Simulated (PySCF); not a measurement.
Sulfuryl chloride, Cl2O2S.
SMILES with atom numbers: `[O:1]=[S:2](=[O:3])([Cl:4])[Cl:5]`

Computed by this run: PBE0-D3(BJ)/def2-SVP geometry optimisation, gas phase in PySCF 2.14.0; density fitting, grid level 1; the optimiser is geomeTRIC in internal coordinates, started from a GFN2-xTB structure with every atom displaced at random (about 0.01 Å).

Step 0: E = -39941.7541 eV
```
atom  x, y, z in Å  |  force x, y, z in eV/Å
O1      1.1645   -0.1173   -1.0861    0.277   0.106  -1.123
S2      0.2585   -0.0827    0.0118   -0.150   0.692  -0.752
O3      0.6792   -0.5254    1.2845    0.152  -0.505   1.996
Cl4    -0.4454    1.8606    0.1853   -0.066  -0.369  -0.041
Cl5    -1.4387   -1.0924   -0.4799   -0.213   0.076  -0.080
```

Step 1: E = -39941.6965 eV
```
atom  x, y, z in Å  |  force x, y, z in eV/Å
O1      1.1951   -0.1768   -1.1466   -0.574   0.556   1.148
S2      0.3324   -0.0623    0.0198   -0.174  -0.814  -1.055
O3      0.6866   -0.5277    1.3309    0.345   0.264   0.026
Cl4    -0.5553    1.7725    0.1873    0.563   0.588   0.029
Cl5    -1.4405   -0.9628   -0.4758   -0.161  -0.594  -0.148
```

Step 2: E = -39941.8056 eV
```
atom  x, y, z in Å  |  force x, y, z in eV/Å
O1      1.1813   -0.1458   -1.1281   -0.431   0.230   0.485
S2      0.2977   -0.0766    0.0139    0.188  -0.253  -0.437
O3      0.6876   -0.5101    1.3259    0.005   0.021   0.016
Cl4    -0.4951    1.8055    0.1941    0.189   0.158  -0.072
Cl5    -1.4534   -1.0302   -0.4904    0.050  -0.156   0.007
```

Task: Estimate the geometry and energy of step 3. (The exact step hangs on the optimiser's Hessian estimate; all steps are aligned on step 2, rigid shifts and turns removed.)

Result: E = -39941.8223 eV, largest force 0.104 eV/Å
```
atom  x, y, z in Å  |  force x, y, z in eV/Å
O1      1.1609   -0.1204   -1.1232   -0.035   0.032   0.062
S2      0.2869   -0.0803    0.0169    0.004  -0.057  -0.087
O3      0.6779   -0.5167    1.3278   -0.016   0.017  -0.006
Cl4    -0.4611    1.8230    0.1849    0.020   0.024  -0.012
Cl5    -1.4464   -1.0627   -0.4908    0.027  -0.016   0.043
```

The energy changes by -0.0166 eV. The first-order estimate −F·Δx gives -0.0297 eV and the mean of the old and new forces, exact on a quadratic surface, -0.0167 eV. The step makes an angle of 60° with the force vector and moves no atom by more than 0.039 Å.

The cost below is that of the whole optimisation. On one thread of an Arm Neoverse V1, no GPU, shared host with 64 logical CPUs at a one-minute load of 25, this took 14 s and 0.36 GiB of memory at its peak.
